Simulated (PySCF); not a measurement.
hydrogen sulfide cation (H2S), SMILES S (connectivity only; charge and spin as stated), charge +1, multiplicity 2. Atoms are numbered in the order given.

```xyz
3

S      0.0000     0.0000     0.1044
H      0.0000    -0.9877    -0.8354
H      0.0000     0.9877    -0.8354
```
Charge +1, spin multiplicity 2.

Coordinates come from a PBE0-D3(BJ)/def2-TZVPD optimisation. The multiplicity is an assumed one; other spin states were not compared.

These are TDA-PBE0/def2-TZVPD in PySCF 2.14.0 values and carry that method's errors.

Vertical excitations. Gas-phase values at a fixed geometry.

```tsv
state	energy (eV)	λ (nm)	f	main pairs
root 1	3.23	384	0.003	β HOMO→LUMO 99 %
root 2	5.27	235	0.000	β HOMO−1→LUMO 99 %
root 3	8.20	151	0.000	α HOMO→LUMO 99 %
root 4	8.25	150	0.000	α HOMO−1→LUMO 41 %, β HOMO→LUMO+1 56 %
root 5	9.29	133	0.000	α HOMO→LUMO+1 94 %
root 6	9.64	129	0.000	α HOMO−1→LUMO+1 32 %, α HOMO−2→LUMO 18 %, β HOMO→LUMO+2 24 %, β HOMO−1→LUMO+1 22 %
root 7	10.74	115	0.000	α HOMO−2→LUMO 28 %, α HOMO−1→LUMO+1 21 %, β HOMO−1→LUMO+1 30 %, β HOMO→LUMO+2 20 %
root 8	10.77	115	0.080	α HOMO−1→LUMO 48 %, α HOMO→LUMO+4 10 %, β HOMO→LUMO+1 32 %
root 9	11.16	111	0.077	α HOMO−1→LUMO+1 39 %, α HOMO−2→LUMO 6 %, β HOMO→LUMO+2 49 %
root 10	11.73	106	0.000	α HOMO−2→LUMO+1 55 %, β HOMO−1→LUMO+2 37 %
```
Unrestricted roots are not spin-pure.
